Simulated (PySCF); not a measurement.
Gas-phase reaction: 2 NH + 3 BHF2 + H → 2 BF3.NH3 + B

Method: PySCF energies (xtb for GFN2) plus ideal-gas RRHO corrections (1 bar). † marks an energy on the PBE0/def2-TZVP geometry and frequencies; other levels use their own. CCSD(T) freezes the core. 6-31G* has spherical d functions here. Open shells (unrestricted): NH (multiplicity 3), H (multiplicity 2), B (multiplicity 2); the rest are closed-shell singlets. GFN2 has no spin-polarisation term. Spin-orbit splitting is ignored; it lowers the true energy and changes the entropy of B. B3LYP is the form with VWN-RPA correlation. Adducts (BF3.NH3) have no counterpoise correction, and HF, PBE, BLYP, B3LYP and PBE0 lack dispersion. BF3.NH3: computed as isolated molecules; such fragments, hydroxides, amides, oligomers or adducts are transient or little studied in the gas. CCSD(T) isn't extrapolated to the basis-set limit.

```csv
level,"ΔH°(298 K), kJ"
B3LYP/6-31G*,…
CCSD(T)/def2-SVP†,-637
CCSD(T)/def2-TZVPP†,-665
GFN2-xTB,…
HF/6-31G*,…
PBE/def2-TZVP†,-654
r2SCAN/def2-TZVP†,…
ωB97M-V/def2-TZVP†,-668
```

Task: What belongs in the gaps?

Result: 
- B3LYP/6-31G*, ΔH°(298 K), kJ: -590
- GFN2-xTB, ΔH°(298 K), kJ: -771
- HF/6-31G*, ΔH°(298 K), kJ: -295
- r2SCAN/def2-TZVP†, ΔH°(298 K), kJ: -641
